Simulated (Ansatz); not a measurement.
Input file:

```yaml
crystal:
  periodic: [false, false, false]
  atoms:
    - {symbol: Si, position_ang: [0.000000, 0.000000, 0.000000]}
    - {symbol: Si, position_ang: [0.000000, 0.000000, 2.254714]}
basis:
  gaussian: {orbitals: cc-pVDZ}
magnetization: {spin_polarized: true, initial_magnetization: 2}
correlation: {method: ccsdt_q, electrons: outside_noble_gas}
```

```sh
$ ansatz run in.yaml --threads 1 --pin off --events-out ev --progress --plain --max-ram 4096MiB --backend cpu
```

The program prints:

```
663 factors; integrals over basis functions are off by at most 1.2e-7 eV
mean field evaluation 1: about -15720.5247 eV, gradient 4.3e0 eV
mean field evaluation 2: about -15720.6737 eV, gradient 4.4e0 eV
mean field evaluation 4: about -15721.0228 eV, gradient 3.6e-1 eV
mean field evaluation 8: about -15721.0280 eV, gradient 1.3e-4 eV
mean field evaluation 16: about -15721.0280 eV, gradient 2.4e-4 eV
mean field evaluation 32: about -15721.0281 eV, gradient 3.0e-2 eV
mean field evaluation 64: about -15721.2775 eV, gradient 3.7e-1 eV
mean field evaluation 96: about -15721.0280 eV, gradient 2.4e-6 eV
mean field evaluation 128: about -15721.6454 eV, gradient 4.2e-2 eV
mean field evaluation 160: about -15718.9824 eV, gradient 5.4e0 eV
...
cycle   7  -4.59267486 eV  change    3.3e-4 eV  update   4.2e-4
cycle   8  -4.59304898 eV  change   -3.7e-4 eV  update   1.9e-4
cycle   9  -4.59309760 eV  change   -4.9e-5 eV  update   6.8e-5
cycle  10  -4.59300563 eV  change    9.2e-5 eV  update   2.8e-5
cycle  11  -4.59301409 eV  change   -8.5e-6 eV  update   1.4e-5
cycle  12  -4.59302434 eV  change   -1.0e-5 eV  update   6.7e-6
cycle  13  -4.59303325 eV  change   -8.9e-6 eV  update   3.0e-6
cycle  14  -4.59303296 eV  change    2.9e-7 eV  update   1.4e-6
cycle  15  -4.59303124 eV  change    1.7e-6 eV  update   6.8e-7
cycle  16  -4.59303088 eV  change    3.5e-7 eV  update   2.7e-7
perturbative correction -0.01564478 eV, -0.0005749350 hartree
Total energy: -15726.25425532 eV, -577.9291842452 hartree
```

For the same geometry and basis full CI lies 3.1 meV lower.

Ran on 1 thread of AMD EPYC 7R13, shared host: 8 s wall, 0.16 GiB peak host memory.
